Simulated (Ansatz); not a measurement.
## Active spaces for C₃H₇NO, singlet

Calculated in Ansatz's Gaussian-basis code. Basis cc-pVTZ, nonrelativistic, no frozen core. State-specific CASSCF; RHF is the lowest restricted (open-shell) Hartree–Fock solution met. Solutions may break the symmetry of the shape. No proof that the lowest CASSCF solution was found.

Geometry:

```xyz
12

C     0.0130    0.5524    0.0653
O     0.0145    0.6591    1.3045
N    -0.0197    1.6726   -0.7329
C     0.0170   -0.7681   -0.6753
C    -0.0123   -1.9320    0.2633
H    -0.0002    2.5916   -0.3168
H     0.0089    1.6333   -1.7449
H     0.8843   -0.8007   -1.3471
H    -0.8911   -0.7987   -1.3422
H     0.0034   -2.8648   -0.2819
H     0.8617   -1.9300    0.9213
H    -0.8730   -1.9057    0.9251
```

(1) What do CASSCF and its corrections give against RHF in CAS(6,4), and what are the occupations?

(2) Roughly how much CPU time does a whole run from the default start take (median of such runs, summed over threads; nearly all runs on one pinned thread of a shared server, mostly Xeon at 2.3 to 2.6 GHz, by a development driver)?

Answers

(1) CASSCF -0.773 eV, SC-NEVPT2 -27.774 eV; occupations 2.00, 2.00, 1.95, 0.06.

(2) CAS(6,4): about 40 s. Other jobs ran beside these, and the count of passes differs.
